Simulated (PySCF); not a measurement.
Bond stretch in Cl2, singlet. Each curve is given relative to its own lowest point near equilibrium.

```
R / Å     A     B     C     D
-----  ----  ----  ----  ----
1.60   85.0  81.3  87.1  81.3
1.68   49.4  45.5  49.9  44.9
1.80   18.3  15.1  17.9  14.0
1.87    8.5   6.1   8.0   5.3
1.91    4.9   3.0   4.4   2.4
1.98    1.1   0.2   0.9   0.0
2.04    0.0   0.0   0.0   0.0
2.08    0.1   0.7   0.3   0.9
2.18    2.4   4.4   3.0   5.0
2.31    8.3  11.7   9.4  12.8
2.44   15.8  20.0  17.4  21.6
2.65   27.9  32.4  31.0  34.6
2.96   40.6  44.6  49.2  47.3
3.30   49.6  49.5  64.5     —
3.54   53.3  49.5  72.4     —
3.94   55.8  47.1  81.4     —
4.40   56.6  44.0  87.3     —
4.81   56.7  41.9  90.2     —
5.30   56.8  40.2  92.2     —
5.99   56.8  38.6  93.7     —
6.97   56.8     —  94.7     —
7.88   56.8     —  95.3     —
```

Energies in kcal/mol.

**Question.** Assign the columns to these levels of theory: PySCF 2.14.0 with SC-NEVPT2 on CASSCF(14,8)/cc-pVTZ, all electrons correlated; CCSD(T) on RHF/cc-pVTZ, 10 core orbitals frozen run with PySCF; restricted B3LYP/6-31G*, spherical d run with PySCF; unrestricted BLYP/cc-pVTZ (PySCF).

**Answer.** A is UKS-BLYP; B is RCCSD(T); C is RKS-B3LYP/6-31G*; D is NEVPT2.

Dashes: no converged value, or the column stops at the first point that the program doubted or that broke a chosen test of continuity, which isn't proof of a fault.

The natural occupations jump between 2.96 and 3.30 Å and between 3.54 and 3.94 Å in the active space behind NEVPT2. The restricted form behind RKS-B3LYP/6-31G* keeps the bonding electrons paired and can't separate into open-shell fragments. The unrestricted determinant behind UKS-BLYP is spin-contaminated at 2.65 to 7.88 Å (<S²> up to 1.0, against 0.00 for a pure singlet).
